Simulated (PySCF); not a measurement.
**LiB: bond curves at several levels of theory**

What are the lowest state that PBE0 finds, the bond length, vibrational wavenumber and bond energy of LiB, and how much do these hang on the method?

Computed with PySCF 2.14.0. Level: Li 3-21G, B 3-21G, no relativity.

## Step 1: Set-up

The job is set up so:

```yaml
atoms: Li, B
charge: 0
basis: Li 3-21G, B 3-21G
Hamiltonian: no relativity
basis_functions: 18
electrons_treated: 8
masses_in_u: 7.0160, 11.0093
levels: PBE0, PBE, r²SCAN, B97-3, r²SCAN0, M06-L, CAM-B3LYP, HF, MP2, SCS-MP2, CCSD, CCSD(T)
grid: 80 radial by 434 angular points
occupations: held fixed by the projection of orbital angular momentum
dissociation_limit: Li + B, each in its ground configuration
starting_distance_in_angstrom: 2.100
values_of_2S_to_try: 0, 2
```

On the command line:

```
> OMP_NUM_THREADS=1 python dia.py task.json out
```

Further steps of the session: First curve: PBE0; Higher solutions at PBE0; PBE; r²SCAN (meta-GGA); B97-3 (global hybrid GGA); r²SCAN0; M06-L; CAM-B3LYP (range-separated hybrid); UHF; Correlated methods on the Hartree–Fock reference.

Q: Predict the outcome of this session. Wanted: for each run, Re; ωe; De; μ.

The runs gave:

Lowest PBE0 solution found, without spin–orbit coupling: ³Π (triplet), unpaired electrons σ ↑, π ↑. State 2 has its PBE0 minimum 0.34 eV higher, as a spin-mixed determinant (⟨S²⟩ = 1.00), so this is no gap between pure states. State 3 has its PBE0 minimum 0.52 eV higher. State 4 has its PBE0 minimum 0.54 eV higher. The other levels ran on the lowest alone.

```tsv
level	Re (Å)	ωe (cm⁻¹)	De (eV)	μ (D)
UHF	2.190	555	0.72	-6.04
UHF-MP2	2.206	539	0.84	n/a
UHF-SCS-MP2	2.203	542	0.75	n/a
UHF-CCSD	2.227	509	0.78	n/a
UHF-CCSD(T)	2.232	503	0.80	n/a
PBE	2.211	511	1.44	-4.51
r²SCAN	2.212	523	1.51	-5.15
M06-L	2.198	537	1.48	-5.84
PBE0	2.191	535	1.34	-5.16
r²SCAN0	2.194	540	1.42	-5.51
B97-3	2.181	545	1.32	-5.62
CAM-B3LYP	2.160	558	1.23	-5.42
```

De is counted to Li + B in their ground configurations. A positive dipole means Li(−)B(+).

In words: Bond lengths run from 2.160 Å (CAM-B3LYP) to 2.232 Å (UHF-CCSD(T)). CCSD(T) can't serve as the judge here: for a weak bond in this basis it is far from its limit. Among the levels with a De in the table, it runs from 0.72 eV (UHF) to 1.51 eV (r²SCAN).

Correlated steps freeze 1 core orbital. The basis is very small, so these numbers show the basis as much as the molecule.
